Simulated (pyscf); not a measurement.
`[CH3][CH3]` + `[Cl][Zn]` [doublet] -> `[CH3][Zn][Cl]` + `[CH3]` [doublet], a substitution at C (doublet surface; C–C broken, C–Zn formed). Single points on ωB97X-D3(BJ)/def2-SVP structures (PySCF, gas phase). Energies in eV from the separated reactants.

Small-basis levels: PySCF, no dispersion term, spherical d functions. AM1 to PM7: differences of heats of formation from MOPAC. Open shells are spin-unrestricted. 

```csv
level,barrier,reaction energy
MP2/6-31G*+LANL2DZ,2.64,+1.32
BP86/6-31G*+LANL2DZ,1.88,+1.44
PBE/6-31G*+LANL2DZ,1.87,+1.47
B3LYP/LANL2DZ,1.94,+1.14
B3LYP/6-31G*+LANL2DZ,2.10,+1.40
M06-2X/6-31G*+LANL2DZ,2.19,+1.50
AM1,2.03,+1.49
ωB97M-D3(BJ)/def2-TZVP,2.09,+0.96
```

Against the last row the barrier runs from -0.22 (PBE/6-31G*+LANL2DZ) to +0.55 eV (MP2/6-31G*+LANL2DZ). ωB97M-D3(BJ)/def2-TZVP has limits of its own. One saddle was located; it need not be the lowest between these sides. The angle at the attacked C is 180°. The term symbol of open-shell Cl–Zn was not checked; spin-orbit terms are left out. In the def2 sets elements up to Kr have no core potential.
